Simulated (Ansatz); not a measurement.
SiNH4 (SMILES N[SiH2]): the energy, rung by rung

SiNH4 has 6 atoms, charge 0, and is taken as a doublet. As SMILES, `N[SiH2]`. The shape is that of a PBE0-D4/def2-TZVP optimisation. This is one conformer, not always the lowest.

```xyz
6

N    -0.0623   -0.8635    0.0209
Si    0.3074    0.8153    0.1616
H     0.5650   -1.4759   -0.4764
H    -0.5036   -1.3465    0.7876
H     0.6574    1.3078   -1.2041
H    -0.9216    1.4989    0.6643
```

Quantity: the energy change with the N1–Si2 bond stretched from 1.725 to 3.449 Å, in eV. The values are calculated.

```csv
level,kind,program,value (eV),less FCI/STO-3G,CPU time (all runs)
U-revPBE/STO-3G,GGA,Ansatz,4.50,+0.73,4.9 s
UBLYP/STO-3G,GGA,Ansatz,4.49,+0.72,4 s
U-r2SCAN/STO-3G,meta-GGA,Ansatz,4.62,+0.85,15 s
UPBE0/STO-3G,global hybrid,Ansatz,4.60,+0.83,4.9 s
U-wB97M-V/STO-3G,range-separated hybrid,Ansatz,4.53,+0.76,39 s
U-wB97X/STO-3G,range-separated hybrid,Ansatz,4.54,+0.77,23 s
UCCSD/STO-3G,coupled cluster or CI,Ansatz,3.73,-0.04,0.59 s
UCCSDT/STO-3G,coupled cluster or CI,Ansatz,3.77,0.00,1.4 s
FCI/STO-3G,exact in the basis,Ansatz,3.77,0.00,12 s
```

FCI/STO-3G is exact within its basis and frozen core, so for wave-function methods in that basis the difference is their error; functionals converge differently with the basis, so for them it is only a difference. The first shape isn't each level's own minimum. The values span 3.73 to 4.62 eV. Spin contamination of the reference (⟨S²⟩ at least 0.1 too high) touches U-revPBE/STO-3G, U-r2SCAN/STO-3G, UPBE0/STO-3G, U-wB97X/STO-3G, UCCSD/STO-3G, UCCSDT/STO-3G. All rows use very small basis sets, so none should be taken for the real molecule's value. In so small a basis fixed costs decide the times, and correlated methods can beat functionals. CPU times are rough (shared hosts, several kinds of processor and program).
